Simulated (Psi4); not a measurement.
# AlH3S (SMILES [AlH2][SH]): BLYP/def2-TZVP

Aim: the energy change on altering one bond length of AlH3S at BLYP/def2-TZVP, from 2 runs. 

The results are computed with Psi4 1.11.

7 further runs of the same task are left out: 6 that didn't finish, 1 set aside as unsound or not needed.

## Step 1: Starting point

The species is AlH3S (5 atoms), meant as a singlet with charge 0. As SMILES, `[AlH2][SH]`. The coordinates come from a PBE0-D4/def2-TZVP relaxation.

Bond lengths: Al1–S2 2.181 Å, Al1–H3 1.579 Å, Al1–H4 1.581 Å, S2–H5 1.344 Å. Angles: Al1–S2–H5 93.7°, S2–Al1–H3 116.5°, S2–Al1–H4 118.9°, H3–Al1–H4 124.6°.

## Step 2: Energy and gradient at BLYP/def2-TZVP

Contents of alh3s.xyz:

```xyz
5
AlH3S
Al    -0.616100    -0.064200    -0.181700
S      1.129100    -0.343100     1.096600
H     -1.981700    -0.650100     0.351100
H     -0.441100     0.696000    -1.556400
H      1.959700     0.287800     0.249000
```

Contents of calc.py:

```python
import psi4

psi4.set_memory(1600000000)
psi4.set_num_threads(1)
psi4.core.set_output_file('run.log', False)

with open('alh3s.xyz') as f:
    atoms = ''.join(f.readlines()[2:])
molecule = psi4.geometry('0 1\n' + atoms + 'symmetry c1')

psi4.set_options({
    'puream': True,
    'e_convergence': 1e-09,
    'd_convergence': 1e-08,
    'scf_type': 'pk',
    'dft_radial_points': 99,
    'dft_spherical_points': 590,
})

e, wfn = psi4.gradient("blyp/def2-TZVP", return_wfn=True)
print('gradient / Eh bohr^-1')
print(e.np.round(6))
print(f'energy = {wfn.energy():.10f} Eh')
for k, v in sorted(psi4.core.scalar_variables().items()):
    print(f'{k:45s} {v:18.10f}')
```

The run is started by

```console
python calc.py
```

run.log:

```text
[...]
  Running in c1 symmetry.
[...]
  Nuclear repulsion =   73.814899731463512
[...]
  Multiplicity = 1
[...]
  Nalpha       = 16
  Nbeta        = 16
[...]
    Number of basis functions: 92
[...]
   @RKS iter   1:  -642.32817977626041   -2.38016e-01   6.47612e-03 ADIIS/DIIS
[...]
   @RKS iter  11:  -642.46586824397116   -9.89075e-12   4.09371e-09 DIIS
[...]
    Orbital Energies [Eh]
    ---------------------
    Doubly Occupied:
       1A    -88.098682     2A    -55.433783     3A     -7.663447
       4A     -5.692019     5A     -5.687146     6A     -5.685443
       7A     -3.940941     8A     -2.555472     9A     -2.548163
      10A     -2.545812    11A     -0.653255    12A     -0.386257
      13A     -0.351061    14A     -0.274534    15A     -0.266619
      16A     -0.239002
[...]
  @RKS Final Energy:  -642.46586824397116
   => Energetics <=
    Nuclear Repulsion Energy =             73.8148997314635125
    One-Electron Energy =               -1036.1100939489388111
    Two-Electron Energy =                 365.2797275851161203
    DFT Exchange-Correlation Energy =     -45.4504016116119089
    Empirical Dispersion Energy =           0.0000000000000000
    VV10 Nonlocal Energy =                  0.0000000000000000
    Total Energy =                       -642.4658682439711583
[...]
 Multipole Moments:
 ------------------------------------------------------------------------------------
     Multipole            Electronic (a.u.)      Nuclear  (a.u.)        Total (a.u.)
 ------------------------------------------------------------------------------------
 L = 1.  Multiply by 2.5417464519 to convert [e a0] to [Debye]
 Dipole X            :          0.4468069           -0.4192212            0.0275857
 Dipole Y            :         -0.5843666            0.7446734            0.1603068
 Dipole Z            :          1.3056906           -1.5994045           -0.2937139
 Magnitude           :                                                    0.3357486
[...]
  -Total Gradient:
     Atom            X                  Y                   Z
    ------   -----------------  -----------------  -----------------
       1        0.004667948196    -0.000728590452     0.003393275223
       2       -0.002064818416     0.003105442676    -0.006805907708
       3        0.000779132135     0.000299179790    -0.000239925133
       4        0.000241062108    -0.000378568123     0.000822262288
       5       -0.003623244863    -0.002297428564     0.002830262072
[...]
```

On the terminal:

```text
gradient / Eh bohr^-1
[[ 0.004668 -0.000729  0.003393]
 [-0.002065  0.003105 -0.006806]
 [ 0.000779  0.000299 -0.00024 ]
 [ 0.000241 -0.000379  0.000822]
 [-0.003623 -0.002297  0.00283 ]]
energy = -642.4658682440 Eh
CURRENT ENERGY                                   -642.4658682440
CURRENT REFERENCE ENERGY                         -642.4658682440
DD SOLVATION ENERGY                                 0.0000000000
DFT FUNCTIONAL TOTAL ENERGY                      -642.4658682440
DFT TOTAL ENERGY                                 -642.4658682440
DFT VV10 ENERGY                                     0.0000000000
DFT XC ENERGY                                     -45.4504016116
GRID ELECTRONS ALPHA                               15.9999999391
GRID ELECTRONS BETA                                15.9999999391
GRID ELECTRONS TOTAL                               31.9999998783
NUCLEAR REPULSION ENERGY                           73.8148997315
ONE-ELECTRON ENERGY                             -1036.1100939489
PCM POLARIZATION ENERGY                             0.0000000000
PE ENERGY                                           0.0000000000
SCF ITERATION ENERGY                             -642.4658682440
SCF ITERATIONS                                     11.0000000000
SCF TOTAL ENERGY                                 -642.4658682440
TWO-ELECTRON ENERGY                               365.2797275851
XC GRID RADIAL POINTS                              99.0000000000
XC GRID SPHERICAL POINTS                          590.0000000000
XC GRID TOTAL POINTS                           279101.0000000000
```

It took 17 s on 1 thread of Intel Xeon Platinum 8559C (Emerald Rapids), shared host; peak memory 0.68 GiB.

## Step 3: The distorted shape at the same level

Contents of input.json:

```json
{
 "schema_name": "qcschema_input",
 "schema_version": 1,
 "molecule": {
  "schema_name": "qcschema_molecule",
  "schema_version": 2,
  "symbols": ["Al", "S", "H", "H", "H"],
  "geometry": [1.93239425, 1.20727421, -1.5515483, 5.23034428, 0.6802296, 0.86408861, -3.74487026, -1.22851095, 0.66348284, 2.26309632, 2.64384401, -4.1493548, 6.7999508, 1.87245781, -0.73764325],
  "molecular_charge": 0,
  "molecular_multiplicity": 1,
  "fix_symmetry": "c1"
 },
 "driver": "gradient",
 "model": {
  "method": "blyp",
  "basis": "def2-TZVP"
 },
 "keywords": {
  "puream": true,
  "e_convergence": 1e-09,
  "d_convergence": 1e-08,
  "scf_type": "pk",
  "dft_radial_points": 99,
  "dft_spherical_points": 590
 }
}
```

The run is started by

```console
psi4 --qcschema input.json -n 1 --memory 1600MB
```

stdout:

```text
[...]
  Running in c1 symmetry.
[...]
  Nuclear repulsion =   70.433047557429987
[...]
  Multiplicity = 1
[...]
  Nalpha       = 16
  Nbeta        = 16
[...]
    Number of basis functions: 92
[...]
   @RKS iter   1:  -642.20299757925409   -2.20074e-01   6.35939e-03 ADIIS/DIIS
[...]
   @RKS iter  20:  -642.33177243007299   -4.20641e-12   8.41704e-09 DIIS
[...]
    Orbital Energies [Eh]
    ---------------------
    Doubly Occupied:
       1A    -88.123449     2A    -55.489667     3A     -7.687811
       4A     -5.716414     5A     -5.711855     6A     -5.709550
       7A     -3.991631     8A     -2.604687     9A     -2.600648
      10A     -2.597073    11A     -0.676400    12A     -0.401952
      13A     -0.369833    14A     -0.292558    15A     -0.259816
      16A     -0.195025
[...]
  @RKS Final Energy:  -642.33177243007299
   => Energetics <=
    Nuclear Repulsion Energy =             70.4330475574299868
    One-Electron Energy =               -1028.3669800744278291
    Two-Electron Energy =                 360.9031883238749288
    DFT Exchange-Correlation Energy =     -45.3010282369500317
    Empirical Dispersion Energy =           0.0000000000000000
    VV10 Nonlocal Energy =                  0.0000000000000000
    Total Energy =                       -642.3317724300729878
[...]
 Multipole Moments:
 ------------------------------------------------------------------------------------
     Multipole            Electronic (a.u.)      Nuclear  (a.u.)        Total (a.u.)
 ------------------------------------------------------------------------------------
 L = 1.  Multiply by 2.5417464519 to convert [e a0] to [Debye]
 Dipole X            :          3.0470147           -1.9045003            1.1425144
 Dipole Y            :          0.4777928            0.1074264            0.5852192
 Dipole Z            :          0.3930038           -1.0199107           -0.6269070
 Magnitude           :                                                    1.4285773
[...]
  -Total Gradient:
     Atom            X                  Y                   Z
    ------   -----------------  -----------------  -----------------
       1        0.019009216581     0.006878549460    -0.004979140018
       2        0.000006816997     0.005740001291    -0.010942198565
       3       -0.019323164340    -0.008338911749     0.007631064174
       4        0.003128804999    -0.000934016865     0.003118302948
       5       -0.002822037978    -0.003344085147     0.005168884045
[...]
```

The result, in JSON:

```text
{
 "driver": "gradient",
 "model": {
  "method": "blyp",
  "basis": "def2-TZVP"
 },
 "success": true,
 "return_result": [0.019009216580697708, 0.006878549459704536, -0.004979140018465368, 6.816996896920032e-06, 0.005740001291167779, -0.010942198564827754, -0.019323164340358703, -0.008338911748820215, 0.0076310641741862105, 0.0031288049990986257, -0.0009340168651619241, 0.0031183029482089314, -0.0028220379775543147, -0.00334408514742017, 0.005168884044704891],
 "properties": {
  "calcinfo_nbasis": 92,
  "calcinfo_nmo": 92,
  "calcinfo_nalpha": 16,
  "calcinfo_nbeta": 16,
  "calcinfo_natom": 5,
  "nuclear_repulsion_energy": 70.43304755742999,
  "return_energy": -642.331772430073,
  "return_gradient": [0.019009216580697708, 0.006878549459704536, -0.004979140018465368, 6.816996896920032e-06, 0.005740001291167779, -0.010942198564827754, -0.019323164340358703, -0.008338911748820215, 0.0076310641741862105, 0.0031288049990986257, -0.0009340168651619241, 0.0031183029482089314, -0.0028220379775543147, -0.00334408514742017, 0.005168884044704891],
  "scf_one_electron_energy": -1028.3669800744278,
  "scf_two_electron_energy": 360.90318832387493,
  "scf_xc_energy": -45.30102823695003,
  "scf_dipole_moment": [1.142514443582872, 0.5852192433315926, -0.6269069665923575],
  "scf_total_energy": -642.331772430073,
  "scf_total_gradient": [0.019009216580697708, 0.006878549459704536, -0.004979140018465368, 6.816996896920032e-06, 0.005740001291167779, -0.010942198564827754, -0.019323164340358703, -0.008338911748820215, 0.0076310641741862105, 0.0031288049990986257, -0.0009340168651619241, 0.0031183029482089314, -0.0028220379775543147, -0.00334408514742017, 0.005168884044704891],
  "scf_iterations": 20
 }
}
```

Run time: 16 s. Hardware: 1 thread of Intel Xeon Platinum 8559C (Emerald Rapids), shared host; peak memory 0.93 GiB.

## Step 4: Summary of results

At BLYP/def2-TZVP:

```
                                                          quantity          value
                                         first shape: total energy  -642.46587 Eh
                                        first shape: dipole moment         0.85 D
                                          first shape: HOMO energy       -6.50 eV
                                          first shape: LUMO energy       -2.03 eV
                                        first shape: HOMO–LUMO gap        4.48 eV
                             first shape: largest force on an atom     0.399 eV/Å
                                     distorted shape: total energy  -642.33177 Eh
                                    distorted shape: dipole moment         3.63 D
                                      distorted shape: HOMO energy       -5.31 eV
                                      distorted shape: LUMO energy       -4.10 eV
                                    distorted shape: HOMO–LUMO gap        1.21 eV
                         distorted shape: largest force on an atom     1.151 eV/Å
energy change with the Al1–H3 bond stretched from 1.579 to 3.473 Å       3.649 eV
```

In words: One bond (distorted shape) is far stretched, which a spin-restricted single reference describes badly; a broken-symmetry solution may lie lower. With the Al1–H3 bond stretched from 1.579 to 3.473 Å the energy rises by 3.65 eV (84 kcal/mol). The first shape isn't relaxed at this level, so the change isn't measured from a minimum. A restricted reference can't describe the breaking bond well at this length. The largest force (first shape) is 0.40 eV/Å: the shape isn't a stationary point for this species at this level.
